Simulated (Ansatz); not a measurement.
A nudged elastic band was laid between two geometries of BFH5N (8 atoms, charge 0, multiplicity 1).

Method: RKS LDA/6-31G* (Ansatz).

* movable images: 5
* climbing image: yes
* spring: 5.0 eV/Å²
* optimiser: quadratic models (default)
* start path: through a guess of the saddle point
* force threshold: 0.05 eV/Å
* iteration limit: 60
* end points: relaxed

First end point:

```xyz
8
Properties=species:S:1:pos:R:3
B 0.033 -0.117 0.158
H 0.227 0.621 1.123
H 0.952 -0.151 -0.658
F -1.237 -0.044 -0.391
N 0.060 -1.619 0.819
H -0.121 -2.325 0.089
H 0.970 -1.822 1.260
H -0.682 -1.706 1.531
```

Last end point:

```xyz
8
Properties=species:S:1:pos:R:3
B 0.097 -0.586 -0.701
H -0.303 -0.237 3.076
H 1.051 0.105 -0.972
F -1.060 -0.384 -1.330
N 0.186 -1.593 0.260
H -0.600 -2.200 0.499
H 1.051 -1.801 0.757
H -0.219 -0.466 2.344
```

Task: Which bonds break or form, and what moves?

Result: Bonds broken: B1–H2, N5–H8. Bonds formed: H2–H8. BFH5N becomes BFH3N + H2.

Task: Give the energies along the band, and the barrier.

Result: The run converged. The highest image is number 3 of 0 to 6, 31.9 kcal/mol above the first end and 32.4 kcal/mol above the last; the last end lies 0.5 kcal/mol below the first. Neighbouring images differ by up to 1.3 eV, so the band resolves the path poorly. A vibrational analysis at the climbing image gives one clearly imaginary mode, 1208i cm⁻¹: a first-order saddle point. The orbitals stay closed-shell, which can raise the energy where a bond breaks towards radicals; this wasn't checked here.

```
image  path coordinate (Å)  energy (kcal/mol)  B1–H2 (Å)  N5–H8 (Å)  H2–H8 (Å)
    0                 0.00                0.0       1.23       1.03       2.53
    1                 0.92                1.3       1.23       1.03       2.41
    2                 1.84                3.4       1.24       1.03       2.03
    3                 2.75               31.9       1.43       1.38       1.02
    4                 3.79                2.9       2.42       2.27       0.77
    5                 4.82               -0.2       3.30       2.51       0.77
    6                 5.86               -0.5       3.81       2.40       0.77
```

Task: What is the geometry of the highest image?

Result: 
```xyz
8
Properties=species:S:1:pos:R:3
B 0.000 -0.355 0.101
H -0.350 0.288 1.325
H 1.052 0.190 -0.162
F -1.066 -0.198 -0.715
N 0.197 -1.767 0.698
H -0.617 -2.387 0.663
H 1.077 -2.255 0.520
H -0.090 -0.679 1.503
```

Time of the run: 69 s on 1 thread of Arm Neoverse V1, with other jobs on the host, peak memory 0.097 GiB.
